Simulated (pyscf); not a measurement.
Optimised with ωB97X-D3(BJ)/def2-SVP in PySCF.

Question: PBE/def2-TZVP puts the barrier of `[CH3][CH2][Cd][CH2][CH3]` → `[CH3][CH2][CdH]` + `[CH2]=[CH2]` (elimination; singlet surface; C–Cd, C–H broken, Cd–H formed) at 51.7 kcal/mol and the reaction energy at +25.5 kcal/mol, from the reactant's lowest minimum found. What do r²SCAN/def2-TZVP, PBE0-D3(BJ)/def2-TZVP, ωB97M-D3(BJ)/def2-TZVP give on the same structures?

Answer: r²SCAN: ΔE‡ = 51.8 kcal/mol, ΔE = +26.3 kcal/mol; PBE0-D3(BJ): ΔE‡ = 54.1 kcal/mol, ΔE = +28.7 kcal/mol; ωB97M-D3(BJ): ΔE‡ = 54.7 kcal/mol, ΔE = +24.0 kcal/mol. PBE's barrier matches one of them and lies within 3.1 kcal/mol of the others. Its reaction energy lies among theirs. On the reactant side the descent ends in a point that may be a rotor saddle (no frequency run), 2.8 kcal/mol over the lowest minimum found and 53.2 kcal/mol under the saddle at ωB97X-D3(BJ)/def2-TZVP. On the product side the descent ends in a complex, 4.4 kcal/mol under the separated species and 32.5 kcal/mol under the saddle at ωB97X-D3(BJ)/def2-TZVP. At the saddle there is also a short C–Cd contact that neither side keeps. One saddle was located; it need not be the lowest between these sides. Elements past Kr carry the def2 core potentials, without spin-orbit coupling.
